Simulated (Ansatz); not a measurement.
singlet BN: levels of theory in one basis

```yaml
atoms:
  - { symbol: B, position_ang: [0.0000, 0.0000, 0.0000] }
  - { symbol: N, position_ang: [0.0000, 0.0000, 1.6400] }
```

Basis set: def2-SVP (spherical functions). Correlated methods keep 2 orbitals frozen. Charge 0, multiplicity 1.

Computed with Ansatz (development build ahead of 0.2.0); each method stands on the lowest determinant of its kind that the runs found.

| method | E − E(RHF) (eV) | <S²> of the determinant |
| --- | --- | --- |
| RHF | 0.00 | 0.00 |
| UHF | -2.19 | 1.76 |
| RHF-MP2 | -4.57 | – |

What does UHF-MP2 give on the same scale?

-5.89 eV.

Is a single determinant a sound starting point here?

It is doubtful. Unrestricted orbitals lower Hartree–Fock by 2.19 eV and <S²> is 1.76 where a pure state has 0.00, a sign of strong static correlation.

Caution for RHF, RHF-MP2: an unrestricted determinant lies well below. Caution for UHF, UHF-MP2: the unrestricted determinant is a mixture of spin states. Caution for RHF-MP2, UHF-MP2: bonds are stretched, where a single reference can fail. Caution for RHF-MP2: other determinants can give a lower correlated total.
